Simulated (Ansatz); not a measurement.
Molecule: formic acid, CH₂O₂ (charge 0, singlet). 
Coordinates optimised at B3LYP-D3(BJ)/def2-TZVP (Ansatz, a first-principles code):
SMILES: O=CO
```xyz
5

O     -1.0316    -0.4355    -0.0191
C      0.0042     0.4206     0.0039
O      1.1586     0.1057     0.0179
H     -0.6697    -1.3375    -0.0221
H     -0.3712     1.4518     0.0079
```

Basis-set convergence of Hartree-Fock and CCSD(T) correlation energies (hartree) with Ansatz. Cores are frozen in the correlated levels unless marked. No spin-orbit coupling. No relativistic terms.

| basis | functions | E(HF) | E(corr, CCSD(T)) | rough core time |
|---|---|---|---|---|
| aug-cc-pVDZ | 87 | -188.79751 | -0.55781 | under 20 s |
| aug-cc-pVTZ | 184 | … | … | 40 s |

Task: What belongs in the gaps?

Result: 
- aug-cc-pVTZ, E(HF): -188.84445
- aug-cc-pVTZ, E(corr, CCSD(T)): -0.67319
